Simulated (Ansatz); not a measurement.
# CHAlO+ (doublet): wave-function methods side by side, def2-TZVPP

One table from this session's results is given with a row withheld; the runs are named, their logs left out.

Method: def2-TZVPP, core rule «outside noble gas», up to 7 orbitals frozen; program: Ansatz 0.2.0, Gaussian basis.

Plan: UHF; ROHF; CCSD(T) on UHF.

2 further runs of the same task are left out: 2 set aside as unsound or not needed.

## What is computed

The geometry is a PBE0/def2-TZVP stationary point (not a proven minimum) of the parent state, kept for this charge and spin.

4 atoms, charge 1, spin multiplicity 2.

Atoms are counted from 1 here; the program's logs count them from 0.

Bond lengths: Al1–C2 2.203 Å, Al1–H4 1.641 Å, C2–O3 1.130 Å. Angles: C2–Al1–H4 84.1°, Al1–C2–O3 160.0°.

The first run:

in.yaml reads:

```yaml
crystal:
  periodic: [false, false, false]
  atoms:
    - {symbol: Al, position_ang: [0.000000, -0.113080, 1.406118]}
    - {symbol: C, position_ang: [0.000000, 0.189159, -0.775794]}
    - {symbol: O, position_ang: [0.000000, -0.047504, -1.881062]}
    - {symbol: H, position_ang: [0.000000, 1.527034, 1.462841]}
basis:
  gaussian: {orbitals: def2-TZVPP}
total_charge: 1
magnetization: {spin_polarized: true, initial_magnetization: 1}
hamiltonian: {xc: hf}
output: {orbitals: {seedname: orbitals}}
```

Run with:

```bash
ansatz run in.yaml --threads 1 --pin off --events-out ev --progress --plain --max-ram 4096MiB --backend cpu
```

Among the steps run: UHF; ROHF; CCSD(T) on UHF.

One table of the session follows, with a row left open; its other results are not shown here.

| method | from UCCSD(T) (kcal/mol) |
| --- | --- |
| ROHF | +274.05 |
| UHF | ? |
| UMP2 | +19.27 |
| UCCSD | +12.34 |
| UCCSD(T) | 0 |

**Question.** Estimate the row for UHF.

**Answer.** from UCCSD(T) (kcal/mol): +272.82. In the column «from UCCSD(T) (kcal/mol)» it lies between UMP2 (+19.27) and ROHF (+274.05).
